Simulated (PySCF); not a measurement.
Compound: CF₄.
Numbering: `[F:1][C:2]([F:3])([F:4])[F:5]`

Structure used (PBE0-D3(BJ)/def2-SVP), in Å, numbered top down from 1:
```
atom  x, y, z in Å
F1    -0.2270    0.1570   -1.2865
C2    -0.0003    0.0001    0.0000
F3    -0.7720   -0.9574    0.4682
F4     1.2617   -0.3230    0.1853
F5    -0.2624    1.1232    0.6330
```

Theory: core-valence-separated Tamm–Dancoff BHandHLYP/aug-pcX-1 in PySCF, non-relativistic, gas phase, PBE0-D3(BJ)/def2-SVP geometry. Absolute energies from this functional tend to lie a few eV below measured edges; no shift was applied.

The lowest roots of each edge with f over 0.003 (five at most, numbered afresh; weaker and dark ones are left out), with transition dipoles (au) in the frame of the coordinates:

```json
{"root": "1", "edge": "C", "E (eV)": "295.08", "f": "0.1161", "μx": "0.0549", "μy": "0.0133", "μz": "-0.1135"}
{"root": "2", "edge": "C", "E (eV)": "295.09", "f": "0.1161", "μx": "-0.0608", "μy": "-0.1031", "μz": "-0.0415"}
{"root": "3", "edge": "C", "E (eV)": "295.10", "f": "0.1161", "μx": "0.0966", "μy": "-0.0725", "μz": "0.0383"}
{"root": "4", "edge": "C", "E (eV)": "297.39", "f": "0.0030", "μx": "0.0121", "μy": "0.0160", "μz": "0.0033"}
{"root": "5", "edge": "C", "E (eV)": "297.39", "f": "0.0030", "μx": "-0.0130", "μy": "0.0119", "μz": "-0.0103"}
{"root": "6", "edge": "F", "E (eV)": "687.96", "f": "0.0271", "μx": "0.0045", "μy": "0.0056", "μz": "0.0395"}
{"root": "7", "edge": "F", "E (eV)": "687.97", "f": "0.0225", "μx": "0.0134", "μy": "-0.0340", "μz": "-0.0010"}
{"root": "8", "edge": "F", "E (eV)": "687.97", "f": "0.0234", "μx": "0.0369", "μy": "0.0052", "μz": "-0.0010"}
{"root": "9", "edge": "F", "E (eV)": "687.98", "f": "0.0116", "μx": "-0.0103", "μy": "-0.0214", "μz": "0.0112"}
{"root": "10", "edge": "F", "E (eV)": "688.99", "f": "0.0399", "μx": "0.0050", "μy": "0.0010", "μz": "0.0484"}
```

**Question.** Molecules are fixed in this frame and the field points along (1, 1, 0)/√2. What effective strengths 3 f cos²θ do the roots have (θ between field and μ)?

**Answer.** root 1 (C2): 0.050, root 2 (C2): 0.292, root 3 (C2): 0.006, root 4 (C2): 0.009, root 5 (C2): 0.000, root 6 (F1/F3/F4/F5): 0.003, root 7 (F1/F3/F4/F5): 0.011, root 8 (F1/F3/F4/F5): 0.045, root 9 (F1/F3/F4/F5): 0.025, root 10 (F1/F3/F4/F5): 0.001. Root 2 is the strongest. Averaged over all orientations cos²θ is 1/3, which gives f back. For degenerate partners only the sum has meaning, as the program may mix them freely.

Cost: about 14 s of CPU time on one thread; the machine was shared, so the figure is rough.
